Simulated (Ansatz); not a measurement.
# 1,1-elimination

Start structure (C2H8Si, singlet), relaxed at PBE0-D4/def2-TZVP:

```xyz
11
angstrom
Si -0.7094 -0.1107 -0.1097
C 0.5687 -1.4753 -0.0185
H -1.4018 -0.1647 -1.4294
H -1.7431 -0.3260 0.9435
C 0.0717 1.5752 0.1174
H 0.1058 -2.4559 -0.1511
H 1.3261 -1.3522 -0.7968
H 1.0757 -1.4701 0.9497
H 0.8192 1.7658 -0.6568
H -0.6795 2.3664 0.0624
H 0.5665 1.6474 1.0893
```

The step: C₂H₈Si (C[SiH2]C) → CH₄Si ([CH3][SiH]) + CH₄; bonds formed: C2–H3; bonds broken: Si1–C2, Si1–H3. Program: Ansatz 0.2.0. Basis: def2-TZVPP and def2-QZVPP. Cores are frozen in the correlated methods. Extrapolation: Hartree–Fock as exp(−7.88 √X), correlation as X^−2.97. Energies below are by CCSD(T) at an estimated basis limit (MP2 extrapolated from triple and quadruple zeta, plus CCSD(T) − MP2 in triple zeta).

(1) What are the electronic barrier and the energy of the step, from the start structure to the end structure? (Judge from chemistry; the value comes from the calculation.)

The T1 diagnostic stays at or below 0.014. The restricted Hartree–Fock reference is unstable towards an unrestricted one at one or more of these structures.

Results:

(1) By the calculation: Barrier 75.51 kcal/mol; step energy 53.04 kcal/mol (uphill); reverse barrier, their difference, 22.47 kcal/mol. Barrier and step energy count from the start structure, the reverse barrier from the end structure.

The saddle point: One imaginary mode of 1214i cm⁻¹.
```tsv
pair	start (Å)	saddle (Å)	end (Å)
C2–H3	2.76	1.50	1.11
Si1–C2	1.87	2.24	2.98
Si1–H3	1.49	1.52	2.25
```

Zero-point energy (harmonic, PBE0-D4): ZPE is 56.47 kcal/mol at the start and 54.84 kcal/mol at the saddle, so the barrier goes from 75.51 to 73.88 kcal/mol.

First-order rate constant out of the start structure at 898 K by transition-state theory, with harmonic vibrational free energies alone and no tunnelling: ΔA‡ = 73.07 kcal/mol, so k = (kB T/h) exp(−ΔA‡/kB T) ≈ 10^-5 s⁻¹ (an order of magnitude at best: rotation, the number of equivalent paths and anharmonicity are left out).

Losses and insertions of silylenes and their heavier kin drive the gas-phase chemistry of silicon and germanium vapour deposition.

Labels in which every atom is bracketed show which atoms are joined, not bond orders.

For scale, one of the runs: CCSD(T)/def2-TZVPP, 216 basis functions, launched by `ansatz run in.yaml --threads 2 --pin off --events-out ev --progress --plain --max-ram 4352MiB`. The run took 64 s on 2 CPU threads of an Arm Neoverse V2 (shared host), with 3.1 GiB of host memory at its peak.
